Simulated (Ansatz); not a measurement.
A ladder of methods for SiCl2 (SMILES Cl[Si]Cl)

The species is SiCl2 (3 atoms), meant as a singlet with charge 0. SMILES: `Cl[Si]Cl`. The coordinates come from a PBE0-D4/def2-TZVP relaxation.

```xyz
3

Cl    0.2938    1.6038    0.3380
Si   -0.7701   -0.0104   -0.4220
Cl    0.4763   -1.5934    0.0840
```

Quantity: the energy change with the Cl1–Si2 bond stretched from 2.077 to 5.193 Å, in eV. The values are calculated.

```
                      level                    kind  program  value (eV)  less FCI/STO-3G  CPU time (all runs)
     HF/STO-3G (restricted)            Hartree–Fock   Ansatz        6.90            +2.56               0.84 s
  SVWN5/STO-3G (restricted)                     LDA   Ansatz        5.05            +0.71                3.4 s
   BLYP/STO-3G (restricted)                     GGA   Ansatz        4.44            +0.10                5.2 s
 r2SCAN/STO-3G (restricted)                meta-GGA   Ansatz        4.91            +0.57                 31 s
wB97M-V/STO-3G (restricted)  range-separated hybrid   Ansatz        6.39            +2.05                 65 s
 B2PLYP/STO-3G (restricted)           double hybrid   Ansatz        4.52            +0.18                  7 s
CCSD(T)/STO-3G (restricted)   coupled cluster or CI   Ansatz        2.66            -1.68               0.78 s
   CCSD/STO-3G (restricted)   coupled cluster or CI   Ansatz        4.34             0.00               0.78 s
                 FCI/STO-3G      exact in the basis   Ansatz        4.34             0.00                1.5 s
```

FCI/STO-3G is exact within its basis and frozen core, so for wave-function methods in that basis the difference is their error; functionals converge differently with the basis, so for them it is only a difference. Spin-restricted single references rise too steeply as a bond breaks, Hartree–Fock most of all. Perturbation and coupled-cluster corrections on them can overshoot downwards. The first shape isn't each level's own minimum. The values span 2.66 to 6.90 eV. All rows use very small basis sets, so even the best lies far from the true value. Times are those of the runs behind each value, whatever else they computed, on shared processors of several kinds: orders of magnitude only.
